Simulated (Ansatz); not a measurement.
Input file for Ansatz (a first-principles code): R-CCSD(T)/aug-cc-pVDZ on HF (SMILES F).

Ansatz 0.2 input:
```yaml
crystal:
  periodic: [false, false, false]
  atoms:
    - {symbol: H, position_ang: [0.00000000, -0.12040787, -0.49082840]}
    - {symbol: F, position_ang: [0.00000000, 0.00976945, -1.40424978]}
basis:
  gaussian:
    orbitals: aug-cc-pVDZ
magnetization: {spin_polarized: false}
correlation: {method: ccsd_t, electrons: outside_noble_gas}
scf: {lower_state_search: off}
```

Predict the final total energy.

-100.2636 hartree (reference determinant -100.0332, T1 diagnostic 0.013).
